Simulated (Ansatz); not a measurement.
A relaxed structure of V. Method: r2SCAN (plane waves to 500 eV, PAW, scalar-relativistic; Ansatz, a first-principles code).

```cif
data_V
_chemical_formula_sum 'V1'
_space_group_name_H-M_alt 'P 1'
_space_group_IT_number 1
_cell_length_a 2.58305
_cell_length_b 2.58305
_cell_length_c 2.58305
_cell_angle_alpha 109.471
_cell_angle_beta 109.471
_cell_angle_gamma 109.471
loop_
_space_group_symop_operation_xyz
  'x, y, z'
loop_
_atom_site_label
_atom_site_type_symbol
_atom_site_fract_x
_atom_site_fract_y
_atom_site_fract_z
_atom_site_occupancy
V1 V 0.00000 0.00000 0.00000 1
```

Task: Determine the symmetry and give the standard cell with its independent sites.

Result: Space group Im-3m (No. 229); a = 2.983 Å, b = 2.983 Å, c = 2.983 Å, α = 90.00°, β = 90.00°, γ = 90.00°

```tsv
atom	site	symmetry	x	y	z
V	2a	m-3m	0.0000	0.0000	0.0000
```

This is the bcc (W type).

Task: Give the shortest distances between elements (the closest pairs, up to four, under 3.6 Å).

Result: V–V 2.58 Å.

The volume per atom comes out as 13.27 Å³. The band gap is no gap (metallic) and the magnetic moment is zero (the starting moments vanished).

No spin polarisation in the result: the starting moments vanished.

Measured for V: a 3.021 Å (static lattice; corrected from measurement; as listed in Daniel Mejia-Rodriguez, S. B. Trickey, Phys. Rev. B (2018)). Computed minus measured — a: r2SCAN -1.3 %. The computed values are for a static lattice.

The run could not lose the symmetry of its start.
